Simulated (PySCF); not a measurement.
Start geometry of `c1cscp1` from GFN2-xTB (Å):
```
atom  x, y, z in Å
C1    -0.802    0.789    0.146
C2    -0.981   -0.516   -0.160
S3     0.431   -1.472   -0.324
C4     1.509   -0.182    0.014
P5     0.860    1.359    0.342
H6    -1.639    1.458    0.267
H7    -1.926   -1.007   -0.310
H8     2.558   -0.419    0.000
```

Problem. What comes out of this run: PBE0-D3(BJ)/def2-SVP geometry optimisation, gas phase in PySCF 2.14.0?

Solution. 
```
atom  x, y, z in Å
C1    -0.7791    0.7458    0.1641
C2    -0.9639   -0.5712   -0.1513
S3     0.4586   -1.5060   -0.3236
C4     1.5449   -0.2372    0.0118
P5     0.8918    1.3094    0.3528
H6    -1.6336    1.4155    0.2918
H7    -1.9233   -1.0706   -0.3019
H8     2.6094   -0.4810   -0.0091
```

The energy falls by 2.6 kJ/mol over 4 energy and gradient evaluations, the largest force component goes from 0.0123 to 3.0e-04 Eh/bohr, and the atoms move by 0.018 Å rms after alignment. Among the bonds, C2–H7 and C4–H8 change most and about equally (+0.017 Å). Bonds longer at the end by more than 0.005 Å: 6 of 8; shorter: 1. Rotational constants go from 6837, 3364, 2255 to 6743, 3382, 2252 MHz. The orientation of the end geometry is arbitrary; only internal coordinates are fixed.

The run used 93 basis functions and 28 SCF cycles in all. Hardware: an Arm Neoverse V2 with one thread (shared host). Cost: 7.7 s of wall time, 0.49 GiB resident at most.

PBE0-D3(BJ)/def2-SVP frequencies: not computed here.
